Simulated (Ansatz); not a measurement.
Input file:

```yaml
crystal:
  periodic: [false, false, false]
  atoms:
    - {symbol: F, position_ang: [0.000000, 0.000000, 0.000000]}
    - {symbol: Be, position_ang: [0.000000, 0.000000, 1.477000]}
basis:
  gaussian: {orbitals: def2-TZVP}
magnetization: {spin_polarized: false, initial_magnetization: 1}
correlation: {active_space: {ras: {orbitals: [6, 1, 43], electrons: 13, max_holes: 2, max_particles: 2}, fixed_orbitals: true}}
output: {forces: true}
```

```sh
$ ansatz run in.yaml --threads 1 --pin off --events-out ev --progress --plain --max-ram 2393MiB
```

The program prints:

```
362 factors; integrals over basis functions are off by at most 7.6e-4 eV
mean field evaluation 1: about -3103.9914 eV, gradient 3.0e1 eV
mean field evaluation 2: about -3103.9954 eV, gradient 3.0e1 eV
mean field evaluation 4: about -3106.2009 eV, gradient 1.3e0 eV
mean field evaluation 8: about -3106.2259 eV, gradient 2.2e-5 eV
mean field -3106.22591847 eV, -114.1516970281 hartree, gradient 4.3e-6 eV, S^2 0.750000; 0 other end points of the search recorded, 0 dependent functions left out
reference -3106.22591847 eV, -114.1516970281 hartree; 7, 6 occupied and 43, 44 virtual orbitals, 362 factors
state -3114.80046116 eV, -114.4668056602 hartree
the calculation of the forces begins
Total energy: -3114.80046116 eV, -114.4668056602 hartree
Atom 0 at     0.000000     0.000000     0.000000 Å, force    -0.000000     0.000000     2.793253 eV/Å
Atom 1 at     0.000000     0.000000     1.477000 Å, force     0.000000    -0.000000    -2.793253 eV/Å
Dipole moment:     0.000000     0.000000     0.354083 e Å
```

Natural occupations: 1.9997 1.9969 1.9876 1.9737 1.9733 1.9733 0.9981 0.0174 0.0174 0.0170 0.0089 0.0046 0.0046 0.0046 0.0043 0.0043 0.0015 0.0015 0.0014 0.0009 0.0007 0.0006 0.0006 0.0005.

Forces (eV/Å):
```
F    0.000  0.000  2.793
Be   0.000  0.000 -2.793
```

Ran on 1 thread of Intel Xeon, shared host: 21 s wall, 0.3 GiB peak host memory.
